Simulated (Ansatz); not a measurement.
# AlBH₂ (triplet): the correlation ladder, cc-pVDZ

Aim: climb from Hartree-Fock through coupled cluster and multireference methods for AlBH₂ (triplet) at one geometry and basis, and see what each rung misses.

Program: Ansatz 0.2.0, Gaussian basis. Level of theory: cc-pVDZ, core rule «outside noble gas», up to 6 orbitals frozen. These are calculated values, not measurements.

Plan: UHF; CCSD(T) on ROHF; CCSD(T) on UHF; BCCD(T) on ROHF; CISD; CCSDT(Q) on ROHF; CCSDT(Q) on UHF; CCSDTQ on ROHF; CCSDTQ on UHF; CASSCF and MRCISD+Q, 8 electrons in 10 orbitals; CASSCF and NEVPT2, 8 electrons in 10 orbitals.

10 further runs of the same task are left out: 4 for a known fault of the program, 6 set aside as unsound or not needed.

### 1 What is computed

The geometry is a PBE0/def2-TZVP stationary point (not a proven minimum).

4 atoms, charge 0, spin multiplicity 3.

Atoms are counted from 1 here; the program's logs count them from 0.

Bond lengths: B1–Al2 2.079 Å, Al2–H3 1.585 Å, Al2–H4 1.585 Å. Angles: B1–Al2–H3 117.0°, B1–Al2–H4 117.0°, H3–Al2–H4 125.9°.

### 2 UHF

The input, in.yaml:

```yaml
crystal:
  periodic: [false, false, false]
  atoms:
    - {symbol: B, position_ang: [0.000000, 0.000000, 1.551119]}
    - {symbol: Al, position_ang: [0.000000, 0.000000, -0.528209]}
    - {symbol: H, position_ang: [0.000000, -1.411327, -1.248716]}
    - {symbol: H, position_ang: [0.000000, 1.411327, -1.248716]}
basis:
  gaussian: {orbitals: cc-pVDZ}
magnetization: {spin_polarized: true, initial_magnetization: 2}
hamiltonian: {xc: hf}
output: {orbitals: {seedname: orbitals}}
```

On the command line:

```bash
> ansatz run in.yaml --threads 1 --pin off --events-out ev --progress --plain --max-ram 2816MiB --backend cpu
```

The runs that follow: CCSD(T) on ROHF; CCSD(T) on UHF; BCCD(T) on ROHF; CISD; CCSDT(Q) on ROHF; CCSDT(Q) on UHF; CCSDTQ on ROHF; CCSDTQ on UHF; CASSCF and MRCISD+Q, 8 electrons in 10 orbitals; CASSCF and NEVPT2, 8 electrons in 10 orbitals.

**Question.** What will the summary of the whole plan be? Wanted: UCCSDTQ below the RHF energy; RMP2 from UCCSDTQ; UMP2 from UCCSDTQ; RCCSD from UCCSDTQ; RCCSD(T) from UCCSDTQ; UCCSD(T) from UCCSDTQ; RCCSDT(Q) from UCCSDTQ; UCCSDT(Q) from UCCSDTQ; NEVPT2 valence from UCCSDTQ.

**Answer**, as computed:

| quantity | value |
| --- | --- |
| UCCSDTQ below the RHF energy | -3.9031 eV |
| RMP2 from UCCSDTQ | +25.33 kcal/mol |
| UMP2 from UCCSDTQ | +25.16 kcal/mol |
| RCCSD from UCCSDTQ | +3.07 kcal/mol |
| RCCSD(T) from UCCSDTQ | +0.93 kcal/mol |
| UCCSD(T) from UCCSDTQ | +0.92 kcal/mol |
| RCCSDT(Q) from UCCSDTQ | +0.04 kcal/mol |
| UCCSDT(Q) from UCCSDTQ | +0.03 kcal/mol |
| NEVPT2 valence from UCCSDTQ | +16.72 kcal/mol |
| MRCISD+Q valence from UCCSDTQ | +0.66 kcal/mol |
| levels within 1 kcal/mol (43 meV) | RCCSD(T), UCCSD(T), BCCD(T), RCCSDT, UCCSDT, RCCSDT(Q), UCCSDT(Q), RCCSDTQ, MRCISD+Q valence |
| T1 diagnostic | 0.032 |
| effectively unpaired electrons | 2.03 |

RCCSD(T) lands +0.93 kcal/mol from the yardstick (1.0 % of the correlation energy). One determinant dominates. Of the multireference levels listed MRCISD+Q valence comes nearest in total energy (+0.66 kcal/mol), which doesn't show that its space is the better one. These misses are within one basis, not against nature; the frozen cores of restricted and unrestricted runs differ, which can shift their rows.
